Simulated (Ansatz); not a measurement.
A nudged elastic band was laid between two geometries of BH3O + H2 (7 atoms, charge 0, multiplicity 1).

All numbers below come from RKS PBE-D4/def2-SVPD in Ansatz.

```json
{
 "movable images": "5",
 "climbing image": "yes",
 "spring": "5.0 eV/Å²",
 "optimiser": "quadratic models (default)",
 "start path": "through a guess of the saddle point",
 "force threshold": "0.03 eV/Å",
 "iteration limit": "60",
 "end points": "relaxed"
}
```

First end point:

```xyz
7
Properties=species:S:1:pos:R:3
B -0.075 -0.404 0.238
O -0.103 -0.871 1.515
H -1.001 -0.934 1.884
H 1.017 -0.310 -0.282
H -1.107 -0.114 -0.338
H -0.048 2.568 0.492
H 0.530 2.345 0.947
```

Last end point:

```xyz
7
Properties=species:S:1:pos:R:3
B -0.143 0.374 -0.083
O 0.033 -0.051 1.560
H -0.826 0.075 2.006
H 0.989 0.204 -0.505
H -0.980 -0.433 -0.458
H -0.519 1.540 -0.039
H 0.659 0.572 1.975
```

**Question.** Which bonds break or form, and what moves?

**Answer.** Bonds broken: H6–H7. Bonds formed: B1–H6, O2–H7. BH3O + H2 becomes BH5O.

**Question.** Give the energies along the band, and the barrier.

**Answer.** The run converged. The highest image is number 3 of 0 to 6, 1.33 eV above the first end and 0.75 eV above the last; the last end lies 0.58 eV above the first. A vibrational analysis at the climbing image gives one clearly imaginary mode, 1176i cm⁻¹: a first-order saddle point. The orbitals stay closed-shell, which can raise the energy where a bond breaks towards radicals; this wasn't checked here.

```
image  path coordinate (Å)  energy (eV)  H6–H7 (Å)  B1–H6 (Å)  O2–H7 (Å)
    0                 0.00         0.00       0.77       2.98       3.33
    1                 0.73         0.04       0.77       2.50       2.67
    2                 1.47         0.36       0.78       1.90       2.04
    3                 2.20         1.33       1.05       1.35       1.28
    4                 2.80         0.75       1.74       1.24       0.98
    5                 3.41         0.59       2.33       1.23       0.97
    6                 4.01         0.58       2.53       1.23       0.98
```

**Question.** What is the geometry of the highest image?

**Answer.** 
```xyz
7
Properties=species:S:1:pos:R:3
B 0.000 0.226 0.116
O 0.033 -0.143 1.671
H -0.867 -0.368 1.964
H 1.040 -0.064 -0.431
H -1.068 0.005 -0.414
H 0.051 1.559 0.314
H 0.023 1.066 1.236
```

**Question.** What are the harmonic wavenumbers there?

**Answer.** 1176i, 474, 770, 783, 988, 1008, 1046, 1124, 1190, 1354, 1990, 2138, 2514, 2612, 3734 cm⁻¹.

Run time: 66 s on 1 thread of Arm Neoverse V2 (shared host), peak memory 0.12 GiB.
